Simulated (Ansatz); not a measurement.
Born–Oppenheimer molecular dynamics of CH4AlCl (7 atoms, charge 0, multiplicity 1). It starts from a relaxed structure.

All numbers below come from RKS B3LYP/def2-SVP (Ansatz).

| Property | Result |
| --- | --- |
| ensemble | NVT, Langevin thermostat |
| time step | 0.5 fs |
| steps asked | 250 |
| set temperature | 1500 K |
| friction | 0.005 /fs |
| seed | 130540 |

First frame:

```xyz
7
Properties=species:S:1:pos:R:3
Al -0.009 0.002 0.005
C 0.013 -0.015 1.954
H -0.930 -0.403 2.376
H 0.849 -0.610 2.357
H 0.138 1.015 2.338
Cl 1.829 -0.103 -1.050
H -1.310 0.115 -0.884
```

Q: How far do the bonds stretch over the last three quarters of this one trajectory? (Pairs bonded in most of those frames.)

A: 
| bond | mean (Å) | spread (Å) | shortest | longest |
| --- | --- | --- | --- | --- |
| Al1–C2 | 1.990 | 0.103 | 1.82 | 2.18 |
| Al1–Cl6 | 2.172 | 0.079 | 2.03 | 2.27 |
| Al1–H7 | 1.593 | 0.091 | 1.44 | 1.73 |
| C2–H3 | 1.115 | 0.041 | 1.03 | 1.20 |
| C2–H4 | 1.107 | 0.032 | 1.05 | 1.17 |
| C2–H5 | 1.110 | 0.030 | 1.05 | 1.16 |

Mean temperature of the second half: 980 K. The mean temperature of the second half is 35 % below the set value. A run of 0.12 ps of so small a system gives no equilibrium averages.

The run took 6.1 min on 1 thread of Intel(R) Xeon(R) Platinum 8488C (Sapphire Rapids), on a shared host, peak memory 0.14 GiB.
